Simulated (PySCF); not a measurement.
Molecule: acrylonitrile (SMILES C=CC#N).

Numbering as in the mapped SMILES `[CH2:1]=[CH:2][C:3]#[N:4]`; H(Xn) means a hydrogen on atom n. Ha(C1) is cis to C3; Hb(C1) is trans to C3.

Spin–spin couplings on one PBE0-D3(BJ)/def2-SVP geometry, PySCF 2.14, gas phase, non-relativistic, equivalent pairs averaged; isotopes ¹H; basis pcJ-1.

Reference values (Hz): ³J(H(C2),Hb(C1)) = 11.8 (measured; solution (compiled); Pretsch, Buehlmann, Badertscher, Structure Determination of Organic Compounds, 4th ed., Springer 2009); ³J(H(C2),Ha(C1)) = 17.9 (measured; solution (compiled); Pretsch, Buehlmann, Badertscher, Structure Determination of Organic Compounds, 4th ed., Springer 2009); ²J(Ha(C1),Hb(C1)) = 0.9 (measured; solution (compiled); Pretsch, Buehlmann, Badertscher, Structure Determination of Organic Compounds, 4th ed., Springer 2009).

How do the couplings (Hz) change with the functional? Times are CPU seconds on shared hosts with different chips, so compare them loosely.

Results:


```tsv
functional	functions	³J(H(C2),Hb(C1))	³J(H(C2),Ha(C1))	²J(Ha(C1),Hb(C1))	mean abs. error	core-s
LDA	138	10.5	14.6	2.5	2.1	3.7
PBE	138	12.2	18.4	2.1	0.7	5.8
KT2	138	15.3	24.9	0.5	3.6	6
B3LYP	138	13.3	19.8	1.7	1.4	5.6
PBE0	138	13.3	19.7	-0.4	1.3	5.7
B97-2	138	11.7	17.5	0.7	0.2	5.4
BHandHLYP	138	16.1	23.3	-2.2	3.7	7.7
CAM-B3LYP	138	13.8	19.9	0.9	1.3	7.2
```

Errors compare magnitudes, without vibrational corrections, and the largest couplings weigh most in the mean. Closest: B97-2; furthest: BHandHLYP. Left out for a near triplet instability: HF/pcJ-1.
